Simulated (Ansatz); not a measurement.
**Worked example: correlation energy of [Br···H···OH], doublet**

Geometry: a point of a hydrogen-transfer path between rigid fragments, not a stationary point.

```yaml
atoms:
  - { symbol: Br, position_ang: [-1.8470, 0.2350, 0.0000] }
  - { symbol: H, position_ang: [-0.2690, 0.2350, 0.0000] }
  - { symbol: O, position_ang: [0.9320, 0.2350, 0.0000] }
  - { symbol: H, position_ang: [1.1839, -0.7050, 0.0000] }
```

Basis cc-pVDZ; Ansatz 0.2.0. Correlated methods freeze the noble-gas cores and the filled d shells of p-block atoms, which leaves 15 electrons in 36 orbitals. Prefix R: restricted or restricted open-shell reference; prefix U: unrestricted. No spin–orbit coupling is included, and no scalar relativity.

Full CI isn't at hand for all of this; UCCSDT(Q) serves as the reference, and is uncertain by about the last step of the cluster series.

Runs differ by some tens of microhartree through their thresholds and, for an open shell, their frozen cores, so steps under 0.03 kcal/mol mean nothing.

```tsv
level	total energy (hartree)
UHF	-2648.337407
UMP2	-2648.638162
UCCSD	-2648.667157
UCCSD(T)	-2648.673535
UCCSDT	-2648.674171
UCCSDT(Q)	-2648.674991
```

Q: What is the correlation energy at UCCSDT(Q), and what share of it do UMP2 and UCCSD recover?

A: E(corr) = -2648.674991 − (-2648.337407) = -0.337584 hartree = -9.186 eV. UMP2: -0.300755 / -0.337584 = 89.09 %. UCCSD: -0.329750 / -0.337584 = 97.68 %.

Q: By how many kcal/mol does UCCSD(T) miss UCCSDT(Q) (1 hartree = 627.509 kcal/mol), and which steps make up the rest?

A: -2648.673535 − (-2648.674991) = 0.001456 hartree = 0.91 kcal/mol. Steps: UCCSDT − UCCSD(T) = -0.40, UCCSDT(Q) − UCCSDT = -0.51 kcal/mol. Differences between like states or geometries often cancel part of this.
